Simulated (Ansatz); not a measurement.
Results of G0W0@PBEsol (plane waves, hard PAW, contour deformation; Ansatz, a first-principles code) for litharge PbO.

The same calculation (at the measured cell, 19.842 Å³/atom) with different numerical settings; throughout: k mesh 2×2×2:

| run | response cutoff (eV) | empty bands | quasiparticle gap on the mesh (eV) | quasiparticle gap at Γ (eV) | rough time |
|---|---|---|---|---|---|
| 1 | 100 | 331 | 1.454 | 2.897 | 100 core-s |
| 2 | 150 | 608 | 1.601 | 3.010 | 5 core-min |
| 3 | 200 | 936 | 1.695 | 3.081 | 10 core-min |
| 4 | 250 | 1309 | 1.748 | 3.121 | 30 core-min |
| 5 | 300 | 1720 | ___ | ___ | 60 core-min |

Problem. Complete the blanks.

Solution. 
- 5, quasiparticle gap on the mesh (eV): 1.780
- 5, quasiparticle gap at Γ (eV): 3.145

In the column quasiparticle gap on the mesh (eV) the first row differs from the last by -0.326 and the next to last by -0.032.

The last row is no converged limit: other settings stay fixed.

Spin–orbit coupling is not included.

Note: filled d or f shells below the valence bands can shift G0W0 gaps through exchange with them, which wasn't tested here.
